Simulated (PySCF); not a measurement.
Species: 1-pyrroline, C4H7N.
Structure used (PBE0-D3(BJ)/def2-TZVP), in Å, numbered top down from 1:
```xyz
12
C4H7N angstrom
C     -0.4429    1.2885    0.3048
N      0.7664    1.3533   -0.0561
C      1.2488    0.0096   -0.3530
C      0.0544   -0.9584   -0.2137
C     -1.0687   -0.0754    0.3485
H     -0.9840    2.1922    0.5820
H      1.6831    0.0047   -1.3562
H      2.0648   -0.2232    0.3380
H      0.2828   -1.7972    0.4439
H     -0.2251   -1.3752   -1.1821
H     -1.3462   -0.3322    1.3765
H     -1.9905   -0.1130   -0.2385
```

Probes without a nucleus sit at each ring's centroid and 1 Å off its mean plane on both sides; NICS is minus the shielding there, NICSzz its component along the normal. Level: GIAO B97-2/pcSseg-2 (PySCF, non-relativistic, gas phase) on the PBE0-D3(BJ)/def2-TZVP geometry, one conformer.

Ring bond lengths (Å): C1–N2 1.264, N2–C3 1.458, C3–C4 1.544, C4–C5 1.535, C5–C1 1.501.

What do the NICS probes read (ppm)?

```
          ring                                                     type  NICS(0)  NICS(1), two faces  NICS(1)zz, two faces  rms pucker (Å)  centre to ring atoms, mean (Å)
C1–N2–C3–C4–C5  5-membered ring with N; formal bonds 1 double, 4 single     -1.9         -3.0 / -2.7           -5.7 / -5.3            0.03                            1.24
```

What can be read from them?

- C1–N2–C3–C4–C5: mean NICS(1)zz -5.5 ppm, shielded. C3, C4, C5 have four or more neighbours, and the NICS criterion for π rings isn't applied.

At the second NICS(1) probe listed for ring C1–N2–C3–C4–C5, 1 Å off the ring, what do the in-plane components average?

The isotropic value is a third of the trace: (3 × -2.7 − (-5.3))/2 = -1.4 ppm.

List the ring angles.

- C1–N2–C3–C4–C5: C1 117.0°, N2 109.1°, C3 107.7°, C4 103.8°, C5 101.9°; sum 539.5° against 540° for a flat convex ring.

How do the values depend on the level or the medium?

| level | NICS(0), C1–N2–C3–C4–C5 | mean NICS(1)zz, C1–N2–C3–C4–C5 |
| --- | --- | --- |
| B97-2/pcSseg-2, gas | -1.9 | -5.5 |
| KT3/pcSseg-2, gas | -2.5 | -6.1 |
| PBE0/pcSseg-2, gas | -1.9 | -5.5 |
| wB97X-D/pcSseg-2, gas | -1.6 | -5.3 |
| WP04/pcSseg-2, IEF-PCM chloroform | -1.9 | -5.0 |
| wB97X-D/pcSseg-2, IEF-PCM chloroform | -1.6 | -5.1 |

The geometry is the same throughout; the continuum's cavity takes Bondi-type radii × 1.2.

Time: 29 s of wall time; peak memory 1.1 GiB. Hardware: an Arm Neoverse V1 with one thread, no GPU, shared host with 32 logical CPUs at a one-minute load of 14. This is the whole shielding run at B97-2/pcSseg-2, SCF included.
